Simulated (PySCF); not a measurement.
**Static response to an electric field**

Species: C4H7Cl.
Atom-mapped SMILES: `[CH3:1][CH2:2]/[CH:3]=[CH:4]\[Cl:5]` (hydrogens: H6, H7, H8 on C1; H9, H10 on C2; H11 on C3; H12 on C4)

Cartesian coordinates in Å at the PBE0-D3(BJ)/def2-SVP level; atoms count from 1:
```xyz
12
C4H7Cl angstrom
C     -1.442    0.319   -0.375
C     -0.304    0.238    0.640
C      0.960   -0.286    0.044
C      2.115    0.366   -0.099
Cl     2.379    1.996    0.426
H     -2.366    0.684    0.097
H     -1.186    1.005   -1.197
H     -1.658   -0.666   -0.818
H     -0.116    1.228    1.081
H     -0.604   -0.426    1.471
H      0.945   -1.310   -0.348
H      2.998   -0.081   -0.559
```

Level: PBE0/def2-SVPD (PySCF), static field, nuclei fixed, core orbitals frozen in the response. The polarisability tensor in these axes (au):

```
x   77.10 10.88 -0.07
y   10.88 66.27  3.37
z   -0.07  3.37 52.29
```

Q: Give the principal values, the mean and the anisotropy Δα = √{½[(α1 − α2)² + (α2 − α3)² + (α1 − α3)²]}.

A: Principal values 51.19, 60.54 and 83.93 au; mean 65.22 au = 9.66 Å³ = 10.75 × 10⁻⁴⁰ C²·m²/J; Δα = 29.21 au (45 % of the mean).

Q: What is the dipole moment, and where does it point?

A: (-0.88, -1.40, -0.30) D, 1.68 D in size, pointing from the negative to the positive side. Measured along this direction, the outermost atoms are Cl5 at the negative end and H8 at the positive end.

Q: Find the Langevin capture rate constant for O2+ (31.990 u) meeting this molecule (90.024 u), k = 2.342 × 10⁻⁹ cm³/s × √(α in Å³ / reduced mass in u).

A: The reduced mass is 23.60 u, so k = 1.50 × 10⁻⁹ cm³/s. The formula leaves out the permanent dipole, which adds to the capture rate.

Q: How large is μ²/3kT at 250 K beside α?

A: In Gaussian units μ²/3kT = 27.26 Å³ against 9.66 Å³, a ratio of 2.82; the Debye molar polarisation (4π/3)N_A(α + μ²/3kT) is 93.1 cm³/mol, leaving out the vibrational part.

Q: Estimate the molar refractivity from the static electronic polarisability.

A: Lorentz–Lorenz: R = (4π/3)N_A α = 2.5225 cm³/(mol·Å³) × 9.66 Å³ = 24.4 cm³/mol, in the limit of long wavelengths.

One conformer (not necessarily the lowest) at the PBE0-D3(BJ)/def2-SVP geometry, without solvent, vibrations or thermal averaging.

These values come from a run that also computed excited states and ΔSCF ions. Hardware: one thread of an Arm Neoverse V1 (shared host). Cost: 27 s of wall time.
